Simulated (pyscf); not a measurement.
This saddle point was located with ωB97X-D3(BJ)/def2-SVP in PySCF.

```xyz
11

Ge    -0.7662     0.1313    -0.1828
O     -0.2759     1.5728     1.0275
O      0.5953     0.2801    -1.2844
O     -2.0993     0.6380    -1.1937
O     -0.5095    -1.4262     0.5746
H     -0.2169     2.4433     0.6091
H      1.2871    -0.3576    -1.0716
H     -2.8857     0.6916    -0.6330
H     -1.1395    -1.5187     1.3030
F     -2.1612     0.4374     1.4056
H     -1.2383     1.3395     1.4955
```
Charge 0, spin multiplicity 1.

Surface: singlet, charge 0. Lowest wavenumbers (cm⁻¹): 383i, 132, 150, 227, 241.

Problem. Name the species on either side of this saddle.

Solution. HO–Ge(OH)(OH)–OH + hydrogen fluoride (HF) ⇌ HO–Ge(OH)(OH)–F + water (H₂O), a four-centre exchange read from left to right: Ge–O, F–H broken and F–Ge, H–O formed. At ωB97M-D3(BJ)/def2-TZVP it lies +3.6 kcal/mol from the left side and +9.7 kcal/mol from the right (each side as separated species at their lowest minima found). On the reactant side the descent ends in a bound adduct, 9.7 kcal/mol under the separated species and 13.6 kcal/mol under the saddle at ωB97X-D3(BJ)/def2-TZVP. On the product side the descent ends in an adduct with a Ge–O contact (not fully relaxed), 8.3 kcal/mol under the separated species and 18.0 kcal/mol under the saddle at ωB97X-D3(BJ)/def2-TZVP. What is counted as broken (Ge–O) persists as a longer contact in the product adduct; parting that adduct is a step of its own. This is the saddle that the search found; another between the same sides may lie lower. Elements up to Kr have no core potential and no relativistic terms here.
